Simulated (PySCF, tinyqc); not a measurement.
Worked calculation: CIS on RHF in the sto-6g basis, for HF, spin multiplicity 1. The lowest restricted solution is unstable here: a spin-polarised one lies 0.0246 hartree lower (PySCF). One step of it, computed by the program tinyqc.

Task: CIS matrix, triplets. A(ia,jb) = (e_a - e_i) d_ij d_ab - (ij|ab).

orbital energies (hartree): MO1 -26.268603, MO2 -1.420619, MO3 -0.473234, MO4 -0.473234, MO5 -0.452305, MO6 0.276867

Two-electron integrals over orbitals (pq|rs), unique and non-zero (hartree):
```
(11|11) 5.382728    (21|11) -0.538538   (21|21) 0.086825    (22|11) 1.261909
(22|21) -0.024799   (22|22) 0.883928    (31|31) 0.030343    (32|31) 0.040283
(32|32) 0.191605    (33|11) 1.265991    (33|21) -0.014332   (33|22) 0.902239
(33|33) 0.998085    (41|41) 0.030343    (42|41) 0.040283    (42|42) 0.191605
(43|43) 0.053789    (44|11) 1.265991    (44|21) -0.014332   (44|22) 0.902239
(44|33) 0.890506    (44|44) 0.998085    (51|11) 0.081755    (51|21) -0.012964
(51|22) 0.004887    (51|33) 0.002087    (51|44) 0.002087    (51|51) 0.016854
(52|11) -0.104377   (52|21) 0.004207    (52|22) -0.044815   (52|33) -0.056998
(52|44) -0.056998   (52|51) 0.020533    (52|52) 0.126096    (53|31) -0.005519
(53|32) -0.022340   (53|53) 0.032772    (54|41) -0.005519   (54|42) -0.022340
(54|54) 0.032772    (55|11) 0.861133    (55|21) -0.007724   (55|22) 0.672469
(55|33) 0.657641    (55|44) 0.657641    (55|51) -0.001558   (55|52) -0.008449
(55|55) 0.652609    (61|11) 0.089051    (61|21) -0.014790   (61|22) 0.002991
(61|33) 0.002331    (61|44) 0.002331    (61|51) -0.013419   (61|52) -0.022498
(61|55) 0.004069    (61|61) 0.018895    (62|11) -0.128773   (62|21) 0.003791
(62|22) -0.070280   (62|33) -0.070055   (62|44) -0.070055   (62|51) -0.019926
(62|52) -0.083890   (62|55) -0.020713   (62|61) 0.019320    (62|62) 0.090618
(63|31) -0.005674   (63|32) -0.023297   (63|53) -0.023907   (63|63) 0.027970
(64|41) -0.005674   (64|42) -0.023297   (64|54) -0.023907   (64|64) 0.027970
(65|11) -0.440430   (65|21) 0.006782    (65|22) -0.259474   (65|33) -0.261865
(65|44) -0.261865   (65|51) 0.001326    (65|52) 0.069320    (65|55) -0.087992
(65|61) -0.003735   (65|62) 0.029105    (65|65) 0.248787    (66|11) 0.817555
(66|21) -0.008245   (66|22) 0.623693    (66|33) 0.609346    (66|44) 0.609346
(66|51) 0.008329    (66|52) 0.038370    (66|55) 0.634883    (66|61) -0.006149
(66|62) -0.047442   (66|65) -0.026815   (66|66) 0.657649
```

Give: CIS matrix A, triplet.

Result:

CIS matrix A, triplet (hartree), order 1>6, 2>6, 3>6, 4>6, 5>6:
$$\begin{pmatrix}
25.7279 & 0.0082 & 0.0000 & 0.0000 & -0.0083 \\
0.0082 & 1.0738 & 0.0000 & 0.0000 & -0.0384 \\
0.0000 & 0.0000 & 0.1408 & 0.0000 & 0.0000 \\
0.0000 & 0.0000 & 0.0000 & 0.1408 & 0.0000 \\
-0.0083 & -0.0384 & 0.0000 & 0.0000 & 0.0943
\end{pmatrix}$$
